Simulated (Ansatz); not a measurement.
This geometry of CH7BO (10 atoms, charge 0, multiplicity 1) is a first-order saddle point.

Theory: RKS PBE0/def2-SVP in Ansatz.

```xyz
10
Properties=species:S:1:pos:R:3
B 0.011 -0.326 0.165
C -0.028 -0.023 1.912
H -0.939 -0.199 2.506
H 0.865 -0.247 2.514
H -0.004 1.057 1.700
H 1.071 0.092 -0.242
H -1.014 0.126 -0.304
O 0.002 -1.897 0.198
H -0.869 -2.216 -0.065
H -0.085 -1.233 1.253
```

(1) Which two structures does it join? (They come from a converged band through this point; their orientation in space is the band's.)

(2) How far does it lie above each of them?

## Answers

(1) Bonds broken: B1–C2, O8–H10. Bonds formed: C2–H10. CH7BO becomes BH3O + CH4.

Initial state:

```xyz
10
Properties=species:S:1:pos:R:3
B -0.032 -0.199 0.382
C 0.102 0.272 1.899
H -0.766 0.014 2.533
H 1.011 -0.102 2.398
H 0.165 1.374 1.912
H 0.956 -0.061 -0.322
H -1.085 0.092 -0.179
O -0.128 -1.905 0.461
H -0.307 -2.223 -0.434
H -0.908 -2.129 0.988
```

Final state:

```xyz
10
Properties=species:S:1:pos:R:3
B -0.010 -0.610 -0.817
C -0.020 0.015 2.701
H -0.945 0.162 3.274
H 0.844 0.087 3.375
H 0.057 0.790 1.926
H 1.070 -0.071 -0.885
H -1.051 0.009 -0.893
O -0.010 -1.948 -0.661
H -0.894 -2.324 -0.612
H -0.031 -0.977 2.229
```

(2) 100.9 kJ/mol above the first and 194.0 kJ/mol above the second. This is the barrier of this one path; another mechanism may lie lower. The orbitals stay closed-shell, which can raise the energy where a bond breaks towards radicals; this wasn't checked here.

The run took 3.7 min on 1 thread of Arm Neoverse V1, on a shared host, peak memory 0.13 GiB.
